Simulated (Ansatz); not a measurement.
**SiHF (SMILES F[SiH]): the vertical ionisation energy, rung by rung**

SiHF: 3 atoms, total charge 0, spin state singlet. As SMILES, `F[SiH]`. The shape is that of a PBE0-D4/def2-TZVP optimisation.

```xyz
3

F    -1.0902    0.0244   -0.6023
Si    0.1868    0.6294    0.1738
H     0.8924   -0.7186    0.4153
```

Each level gives the vertical ionisation energy (to the doublet cation) (eV). The values are calculated.

| level | kind | program | value (eV) | less FCI/STO-3G |
| --- | --- | --- | --- | --- |
| HF/STO-3G | Hartree–Fock | Ansatz | 5.98 | +0.41 |
| revPBE/STO-3G | GGA | Ansatz | 6.39 | +0.82 |
| PBE0/STO-3G | global hybrid | Ansatz | 6.61 | +1.04 |
| r2SCAN0/STO-3G | hybrid meta-GGA | Ansatz | 6.65 | +1.08 |
| B2PLYP/STO-3G | double hybrid | Ansatz | 6.29 | +0.72 |
| RPA@PBE/STO-3G | RPA | Ansatz | 5.50 | -0.07 |
| CCSD(T)/STO-3G | coupled cluster or CI | Ansatz | 5.59 | +0.02 |
| CCSD/STO-3G | coupled cluster or CI | Ansatz | 5.73 | +0.16 |
| FCI/STO-3G | exact in the basis | Ansatz | 5.57 | 0.00 |

FCI/STO-3G is exact within its basis and frozen core, so for wave-function methods in that basis the difference is their error; functionals converge differently with the basis, so for them it is only a difference. The values span 5.50 to 6.65 eV. All rows use very small basis sets, so none should be taken for the real molecule's value.
